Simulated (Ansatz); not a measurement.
# The standard entropy of PH3 (phosphine) from a frequency calculation

A singlet with charge 0, relaxed at CCSD(T)/cc-pVTZ, 5 core orbitals frozen (Ansatz 0.2.0):

```xyz
4

P     0.3429   -0.3236   -0.3297
H     0.6339   -0.0353    1.0283
H    -1.0067   -0.6659   -0.0587
H     0.0300    1.0248   -0.6397
```

Harmonic wavenumbers in cm⁻¹: 1018, 1142, 1142, 2413, 2421, 2421.

Masses in u: P 30.974, H 1.008. Take T = 298.15 K, p = 1 bar, R = 8.3145 J/(mol K), kT/hc = 207.22 cm⁻¹, rigid rotor and harmonic oscillator.

Problem. Compute the standard molar entropy.

Solution. 
1. Translation (Sackur–Tetrode): S = R[3/2 ln M + 5/2 ln T − 1.1517] with M = 33.998 gives 152.8 J/(mol K).
2. Rotation: principal moments 3.774, 3.774, 4.305 u Å² give A, B, C = 4.4671, 4.4671, 3.9159 cm⁻¹; the symmetry number is σ = 3; q = (√π/σ)√((kT/hc)³/ABC) = 199; S = R(ln q + 3/2) = 56.5.
3. Vibration: with u = ν̃/207.22, each mode gives R[u/(eᵘ − 1) − ln(1 − e⁻ᵘ)]; the sum is 0.8, most from 1018 cm⁻¹ (0.4), 1142 cm⁻¹ (0.2), 1142 cm⁻¹ (0.2).
4. Electronic: R ln 1 = 0.0, from the spin multiplicity alone.
5. Sum: 152.8 + 56.5 + 0.8 + 0.0 = 210.1 J/(mol K).

The tabulated value is 210.2 J/(mol K) (CRC Handbook of Chemistry and Physics): the model is off by -0.1.
